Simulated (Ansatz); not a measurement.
# CHAl (triplet): wB97M-V, B2PLYP, RPA-PBE over a scan of the distance Al1–C2, cc-pVDZ, part 2 of 2

Ansatz 0.2.0, Gaussian basis; cc-pVDZ, all electrons in the functionals, frozen cores in the correlation of double hybrids and RPA. Earlier steps stand in the parts before.

## Step 14: RPA-PBE, 1.727 Å

File in.yaml:

```yaml
crystal:
  periodic: [false, false, false]
  atoms:
    - {symbol: Al, position_ang: [0.000000, 0.000000, 0.042033]}
    - {symbol: C, position_ang: [0.000000, 0.000000, -1.684967]}
    - {symbol: H, position_ang: [0.000000, 0.000000, 1.642933]}
basis:
  gaussian: {orbitals: cc-pVDZ}
magnetization: {spin_polarized: true, initial_magnetization: 2}
hamiltonian: {xc: {name: PBE}}
correlation: {method: rpa, electrons: outside_noble_gas}
```

Launch:

```sh
> ansatz run in.yaml --threads 1 --pin off --events-out ev --progress --plain --max-ram 2624MiB --backend cpu
```

Standard output (excerpt; [...] marks lines left out):

```text
Functional definition: PBE
  name "PBE"
  cite "Perdew, Burke & Ernzerhof, Phys. Rev. Lett. 77, 3865 (1996) doi:10.1103/PhysRevLett.77.3865"
  parent pbe
[...]
357 factors; integrals over basis functions are off by at most 9.5e-4 eV
[...]
mean field -7638.34203231 eV, -280.7038922332 hartree, gradient 3.6e-6 eV, S^2 2.004914; 5 other end points of the search recorded, 0 dependent functions left out
6 core orbitals not correlated: weight in the atoms' cores, before any rotation towards them, 1.000 or more for the frozen orbitals, at most 0.000 for the correlated occupied ones
reference -7622.98878969 eV, -280.1396709739 hartree; 5, 3 occupied and 26, 28 virtual orbitals, 357 factors
Total energy: -7631.02031048 eV, -280.4348239188 hartree
```

Run time: 1.8 s. Hardware: 1 thread of AMD EPYC 7R13, shared host.

From the report: ⟨S²⟩ of the determinant 2.005 (pure triplet: 2.00).

## Step 15: RPA-PBE, 1.916 Å

File in.yaml:

```yaml
crystal:
  periodic: [false, false, false]
  atoms:
    - {symbol: Al, position_ang: [0.000000, 0.000000, 0.105100]}
    - {symbol: C, position_ang: [0.000000, 0.000000, -1.811100]}
    - {symbol: H, position_ang: [0.000000, 0.000000, 1.706000]}
basis:
  gaussian: {orbitals: cc-pVDZ}
magnetization: {spin_polarized: true, initial_magnetization: 2}
hamiltonian: {xc: {name: PBE}}
correlation: {method: rpa, electrons: outside_noble_gas}
```

Launched as before.

Standard output (excerpt; [...] marks lines left out):

```text
Functional definition: PBE
  name "PBE"
  cite "Perdew, Burke & Ernzerhof, Phys. Rev. Lett. 77, 3865 (1996) doi:10.1103/PhysRevLett.77.3865"
  parent pbe
[...]
357 factors; integrals over basis functions are off by at most 9.9e-4 eV
[...]
mean field -7638.86915696 eV, -280.7232637067 hartree, gradient 5.7e-6 eV, S^2 2.004326; 5 other end points of the search recorded, 0 dependent functions left out
6 core orbitals not correlated: weight in the atoms' cores, before any rotation towards them, 1.000 or more for the frozen orbitals, at most 0.000 for the correlated occupied ones
reference -7623.32341378 eV, -280.1519681823 hartree; 5, 3 occupied and 26, 28 virtual orbitals, 357 factors
Total energy: -7631.58009441 eV, -280.4553955988 hartree
```

Run time: 1.7 s. Hardware: 1 thread of AMD EPYC 7R13, shared host.

From the report: ⟨S²⟩ of the determinant 2.004 (pure triplet: 2.00).

## Step 16: RPA-PBE, 2.104 Å

File in.yaml:

```yaml
crystal:
  periodic: [false, false, false]
  atoms:
    - {symbol: Al, position_ang: [0.000000, 0.000000, 0.167700]}
    - {symbol: C, position_ang: [0.000000, 0.000000, -1.936300]}
    - {symbol: H, position_ang: [0.000000, 0.000000, 1.768600]}
basis:
  gaussian: {orbitals: cc-pVDZ}
magnetization: {spin_polarized: true, initial_magnetization: 2}
hamiltonian: {xc: {name: PBE}}
correlation: {method: rpa, electrons: outside_noble_gas}
```

Launched as before.

Standard output (excerpt; [...] marks lines left out):

```text
Functional definition: PBE
  name "PBE"
  cite "Perdew, Burke & Ernzerhof, Phys. Rev. Lett. 77, 3865 (1996) doi:10.1103/PhysRevLett.77.3865"
  parent pbe
[...]
357 factors; integrals over basis functions are off by at most 1.0e-3 eV
[...]
mean field -7638.75862570 eV, -280.7192017578 hartree, gradient 1.7e-6 eV, S^2 2.003901; 3 other end points of the search recorded, 0 dependent functions left out
6 core orbitals not correlated: weight in the atoms' cores, before any rotation towards them, 1.000 or more for the frozen orbitals, at most 0.000 for the correlated occupied ones
reference -7623.05559080 eV, -280.1421258693 hartree; 5, 3 occupied and 26, 28 virtual orbitals, 357 factors
Total energy: -7631.51377289 eV, -280.4529583278 hartree
```

It took 1.6 s on 1 thread of AMD EPYC 7R13, shared host.

From the report: ⟨S²⟩ of the determinant 2.004 (pure triplet: 2.00).

From 1.916 Å: +1.5 kcal/mol.

## Step 17: RPA-PBE, 2.671 Å

File in.yaml:

```yaml
crystal:
  periodic: [false, false, false]
  atoms:
    - {symbol: Al, position_ang: [0.000000, 0.000000, 0.356700]}
    - {symbol: C, position_ang: [0.000000, 0.000000, -2.314300]}
    - {symbol: H, position_ang: [0.000000, 0.000000, 1.957600]}
basis:
  gaussian: {orbitals: cc-pVDZ}
magnetization: {spin_polarized: true, initial_magnetization: 2}
hamiltonian: {xc: {name: PBE}}
correlation: {method: rpa, electrons: outside_noble_gas}
```

Same command.

Standard output (excerpt; [...] marks lines left out):

```text
Functional definition: PBE
  name "PBE"
  cite "Perdew, Burke & Ernzerhof, Phys. Rev. Lett. 77, 3865 (1996) doi:10.1103/PhysRevLett.77.3865"
  parent pbe
[...]
357 factors; integrals over basis functions are off by at most 1.1e-3 eV
[...]
mean field -7637.52815826 eV, -280.6739829136 hartree, gradient 3.3e-6 eV, S^2 2.019340; 10 other end points of the search recorded, 0 dependent functions left out
6 core orbitals not correlated: weight in the atoms' cores, before any rotation towards them, 1.000 or more for the frozen orbitals, at most 0.000 for the correlated occupied ones
reference -7622.05837936 eV, -280.1054790249 hartree; 5, 3 occupied and 26, 28 virtual orbitals, 357 factors
Total energy: -7630.47614517 eV, -280.4148262124 hartree
```

Wall time 4.5 s (1 thread of AMD EPYC 7R13, shared host).

From the report: ⟨S²⟩ of the determinant 2.019 (pure triplet: 2.00).

From 1.916 Å: +25.5 kcal/mol.

## Step 18: RPA-PBE, 3.614 Å

File in.yaml:

```yaml
crystal:
  periodic: [false, false, false]
  atoms:
    - {symbol: Al, position_ang: [0.000000, 0.000000, 0.671033]}
    - {symbol: C, position_ang: [0.000000, 0.000000, -2.942967]}
    - {symbol: H, position_ang: [0.000000, 0.000000, 2.271933]}
basis:
  gaussian: {orbitals: cc-pVDZ}
magnetization: {spin_polarized: true, initial_magnetization: 2}
hamiltonian: {xc: {name: PBE}}
correlation: {method: rpa, electrons: outside_noble_gas}
```

Launched as before.

Standard output (excerpt; [...] marks lines left out):

```text
Functional definition: PBE
  name "PBE"
  cite "Perdew, Burke & Ernzerhof, Phys. Rev. Lett. 77, 3865 (1996) doi:10.1103/PhysRevLett.77.3865"
  parent pbe
[...]
357 factors; integrals over basis functions are off by at most 1.1e-3 eV
[...]
mean field -7636.38664963 eV, -280.6320332452 hartree, gradient 1.1e-6 eV, S^2 2.035173; 9 other end points of the search recorded, 0 dependent functions left out
6 core orbitals not correlated: weight in the atoms' cores, before any rotation towards them, 1.000 or more for the frozen orbitals, at most 0.000 for the correlated occupied ones
reference -7622.30123669 eV, -280.1144038669 hartree; 5, 3 occupied and 26, 28 virtual orbitals, 357 factors
Total energy: -7629.79037449 eV, -280.3896246048 hartree
```

Wall time 2.5 s (1 thread of AMD EPYC 7R13, shared host).

From the report: ⟨S²⟩ of the determinant 2.035 (pure triplet: 2.00).

From 1.916 Å: +41.3 kcal/mol.

## Step 19: RPA-PBE, 5.216 Å

File in.yaml:

```yaml
crystal:
  periodic: [false, false, false]
  atoms:
    - {symbol: Al, position_ang: [0.000000, 0.000000, -1.205033]}
    - {symbol: C, position_ang: [0.000000, 0.000000, 4.010967]}
    - {symbol: H, position_ang: [0.000000, 0.000000, -2.805933]}
basis:
  gaussian: {orbitals: cc-pVDZ}
magnetization: {spin_polarized: true, initial_magnetization: 2}
hamiltonian: {xc: {name: PBE}}
correlation: {method: rpa, electrons: outside_noble_gas}
```

The command is unchanged.

Standard output (excerpt; [...] marks lines left out):

```text
Functional definition: PBE
  name "PBE"
  cite "Perdew, Burke & Ernzerhof, Phys. Rev. Lett. 77, 3865 (1996) doi:10.1103/PhysRevLett.77.3865"
  parent pbe
[...]
357 factors; integrals over basis functions are off by at most 1.1e-3 eV
[...]
mean field -7636.02038600 eV, -280.6185733050 hartree, gradient 7.0e-9 eV, S^2 2.035581; 11 other end points of the search recorded, 0 dependent functions left out
6 core orbitals not correlated: weight in the atoms' cores, before any rotation towards them, 1.000 or more for the frozen orbitals, at most 0.000 for the correlated occupied ones
reference -7622.45103890 eV, -280.1199089966 hartree; 5, 3 occupied and 26, 28 virtual orbitals, 357 factors
Total energy: -7629.76893480 eV, -280.3888367109 hartree
```

Wall time 4 s (1 thread of AMD EPYC 7R13, shared host).

From the report: ⟨S²⟩ of the determinant 2.036 (pure triplet: 2.00).

From 1.916 Å: +41.8 kcal/mol.

## Step 20: Against the wave-function levels

The yardstick is full CI for this spin, exact in this basis with these frozen cores. It comes from earlier runs at the same points. Energies in kcal/mol, counted from 1.916 Å; blanks weren't run or aren't comparable.

```
  level  1.727 Å  1.916 Å  2.104 Å  2.671 Å  3.614 Å  5.216 Å
    FCI     12.8      0.0      1.8     25.9     41.1     43.3
wB97M-V      9.6      0.0      4.4     30.4     47.6     51.6
 B2PLYP     11.0      0.0      3.6     30.3     46.7     50.4
RPA-PBE     12.9      0.0      1.5     25.5     41.3     41.8
```

Largest miss and mean time a point (FCI took 65 s a point; shared hosts):

```
  level  largest miss (kcal/mol)    where  time a point
wB97M-V                     +8.2  5.216 Å         5.8 s
 B2PLYP                     +7.0  5.216 Å         2.1 s
RPA-PBE                     -1.6  5.216 Å         2.7 s
```

## Step 21: Results

This closing draws on all 2 parts.

| quantity | value |
| --- | --- |
| span of the FCI curve | 43.3 kcal/mol |
| largest miss, wB97M-V | +8.2 kcal/mol (5.216 Å) |
| largest miss, B2PLYP | +7.0 kcal/mol (5.216 Å) |
| largest miss, RPA-PBE | -1.6 kcal/mol (5.216 Å) |

In words: Of the functionals, RPA-PBE keep the smallest largest miss at the points compared (at most 1.6 kcal/mol) and wB97M-V strays most (8.2 kcal/mol, at 5.216 Å). Functionals and the yardstick converge differently with the basis, so part of each miss in cc-pVDZ is the basis.
